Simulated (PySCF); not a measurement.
Species: C3H4ClF.
InChI=1S/C3H4ClF/c1-3(4)2-5/h2H,1H3/b3-2+

Method used: MP2 and CCSD/aug-cc-pVDZ in PySCF, restricted Hartree–Fock reference, 9 core orbitals frozen, non-relativistic, gas phase, PBE0-D3(BJ)/def2-SVP geometry.

E(HF) = -674.87028 Eh.

(1) How large is the problem?

(2) What are the MP2 and CCSD correlation energies?

(3) What is the T1 diagnostic?

(4) How does correlation change the dipole moment?

Answers

(1) 155 basis functions and 48 electrons; 9 orbitals frozen, which leaves o = 15 correlated occupied and v = 131 virtual orbitals. That is o·v = 1965 singles and o·v(o·v + 1)/2 = 1931595 distinct closed-shell doubles amplitudes before symmetry; the costliest CCSD step grows as o²v⁴ = 6.6 × 10^10.

(2) MP2 -0.7709 Eh and CCSD -0.8124 Eh, which gives totals of -675.64121 and -675.68264 Eh. That is 0.737 eV for each correlated electron at CCSD (2133 kJ/mol in all, 0.120 % of the total energy); MP2 gives 94.9 % of the CCSD value.

(3) 0.0117, below the customary warning level of 0.02. It is the norm of the spatial-orbital singles amplitudes over the root of the number of correlated electrons, so the norm is 0.064.

(4) HF gives 0.50 D and CCSD (unrelaxed density) 0.49 D, a change of -0.01 D.

No triples correction and no basis-set extrapolation were made.

The job also held the EOM ionisation roots. Hardware: Arm Neoverse V1, one thread, shared host with 32 logical CPUs at a one-minute load of 11. Cost: 5.3 min wall, 2.9 GiB resident at most.
